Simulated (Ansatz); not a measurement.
Other settings, tried on B(H2S)H3 (BH5S).

```yaml
crystal:
  periodic: [false, false, false]
  atoms:
    - {symbol: B, position_ang: [0.119021, -0.202611, -0.854147]}
    - {symbol: S, position_ang: [0.122074, -0.211447, 1.175975]}
    - {symbol: H, position_ang: [0.522712, 1.034960, 1.490512]}
    - {symbol: H, position_ang: [-1.160478, 0.053572, 1.488700]}
    - {symbol: H, position_ang: [1.303036, -0.224909, -1.061677]}
    - {symbol: H, position_ang: [-0.462113, 0.794370, -1.175936]}
    - {symbol: H, position_ang: [-0.444262, -1.243945, -1.063428]}
basis:
  gaussian: {orbitals: def2-TZVP}
hamiltonian: {xc: {name: B97M-V}}
```

```sh
$ ansatz run in.yaml --threads 4 --pin off --events-out ev --progress --plain --max-ram 3916MiB
```

It prints (some lines left out):

```
Functional definition: B97M-V
650 factors; their error is unknown
mean field evaluation 1: about -11586.5442 eV, gradient 3.3e1 eV
mean field evaluation 2: about -11583.8443 eV, gradient 4.1e1 eV
mean field evaluation 4: about -11590.5457 eV, gradient 1.6e0 eV
mean field evaluation 8: about -11590.5578 eV, gradient 1.1e-1 eV
mean field evaluation 16: about -11590.5479 eV, gradient 5.3e-5 eV
mean field -11590.54789769 eV, -425.9447788844 hartree, gradient 5.2e-5 eV, S^2 0.000000; 0 other end points of the search recorded, 0 dependent functions left out
reference -11590.54795437 eV, -425.9447809677 hartree; 13, 13 occupied and 85, 85 virtual orbitals, 650 factors
Total energy: -11590.54795437 eV, -425.9447809677 hartree
```

Hardware: 4 threads of Arm Neoverse V2 on a shared host. Wall time 1.7 s.
